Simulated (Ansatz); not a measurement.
Z-matrix (Å, degrees):
```
C
H 1 1.0896
H 1 1.0896 2 109.47
H 1 1.0896 2 109.47 3 120.00
H 1 1.0896 2 109.47 4 120.00
```
Charge 0, multiplicity 1.

Level of theory: frozen-core CCSD(T)/def2-TZVPP // PBE0-D4/def2-TZVP run with Ansatz (an electronic-structure program).

```yaml
HF energy: -40.21433 Ha
MP2 correlation energy: -0.19773 Ha
```

Q: Estimate the CCSD correlation energy, the (T) correction, the total energy and the T1 diagnostic.

A: 
- CCSD correlation energy = -0.21805 Ha
- (T) correction = -0.00622 Ha
- CCSD(T) total energy = -40.43861 Ha
- T1 diagnostic = 0.007
